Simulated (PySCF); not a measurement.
**Level of theory and adiabatic energies of losing or gaining an electron: hydroperoxide ion**

Structure: `[O-]O` ([HO2]-).

All levels share the PBE0-D3(BJ)/ma-def2-SVP structures and the PBE0-D3(BJ)/ma-def2-SVP thermal terms; only the single-point energies (PySCF) change. Values are adiabatic energies of losing or gaining an electron (0 K, eV).

| level | detachment energy to the radical | abs. error | time |
| --- | --- | --- | --- |
| HF/aug-cc-pVTZ | -0.53 | 1.61 | 1.4 s |
| ωB97X-D3(BJ)/ma-def2-TZVP | 0.92 | 0.16 | – |
| CCSD(T)/aug-cc-pVTZ | 1.04 | 0.04 | 8 min |
| MP2/aug-cc-pVTZ | 1.29 | 0.22 | 11 s |
| ATcT 1.112 | 1.08 |  |  |

Times are wall times for all single points of a level on 1 thread of Arm Neoverse V1, a shared host; the dash marks the run that also made the structures.

Hartree-Fock leaves out electron correlation, so its ionisation energies and electron affinities from energy differences come out too low, often by 1 eV or more.

The spread: 1.83 eV, from -0.53 to 1.29.

Differences come from unrounded values, so a last digit can differ from that of the printed terms.
